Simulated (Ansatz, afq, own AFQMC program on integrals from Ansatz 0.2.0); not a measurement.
## Atomization energy of AlGeH3, singlet, worked out

```xyz
5

Ge    0.0037    0.0000    0.6668
Al   -0.0890    0.0000   -1.6477
H     0.8350    1.0566   -0.4001
H     0.8350   -1.0566   -0.4001
H     0.4473    0.0000   -3.1465
```

Connectivity, by distances: Ge–AlH, 2 bridging H.

Basis cc-pVDZ. Only valence electrons are correlated. Integrals, coupled cluster, full CI and functionals: Ansatz 0.2.0; the random walks run on the same integrals in our own AFQMC program. The CISD trial takes its coefficients from CCSD amplitudes. Released means that phaseless walkers are propagated on without the constraint, phases kept. Error bars are statistical, one sigma. No spin–orbit coupling.

Total energies in eV. CBS is CCSD(T) at the limit of def2-TZVPP/QZVPP (MP2 extrapolated, CCSD(T) minus MP2 added); the highest rung of each member is named.

Cautions: inner d shell frozen; no relativity below Rb; no spin-orbit coupling; AlGeH₃ (singlet): its ph-AFQMC/CISD value lies 38 ± 13 meV above CCSDT(Q).

```csv
member,count,CCSD(T)/cc-pVDZ,highest rung in cc-pVDZ,which,CCSD(T)/CBS
Ge (triplet),+1,-56473.1139,-56473.1222,FCI,-56475.6421
Al (doublet),+1,-6583.0131,-6583.0229,FCI,-6583.4737
H (doublet),+3,-13.5861,-13.5861,FCI,-13.6059
"AlGeH₃, singlet",-1,-63107.1231,-63107.1703,CCSDT(Q),-63111.3194
```

Q: Work out the best estimate of the atomization energy: the CCSD(T)/CBS difference plus the step from CCSD(T) to the highest rung.

A: Sums with the counts: CCSD(T)/CBS 11.3859 eV, highest rung 10.2669 eV, CCSD(T)/cc-pVDZ 10.2378 eV. The step is 10.2669 − 10.2378 = 0.0291 eV, so the best estimate is 11.3859 + (0.0291) = 11.4150 eV = 263.2 kcal/mol. The basis set is worth 1.148 eV of it. Zero-point, core-correlation and spin–orbit terms aren't in it. Past Ne the Hartree–Fock part of each CBS total tends to overshoot, since the cores don't follow the formula; that largely cancels in the difference.

Best estimates are given only where the step beyond CCSD(T) is under 0.3 eV and no member's determinant is very poor (T1 over 0.05, or 0.07 for open shells, ⟨S²⟩ too high by 0.3, two states mixed), so the hardest cases are missing from such tables.

CCSDT and higher add their correlation energy to the determinant of the CCSD(T) run, since their own runs factorise the integrals more tightly (a shift of under 2 meV). Each member of a difference takes its own highest rung, so a best estimate needn't equal the limit plus the step of one row.
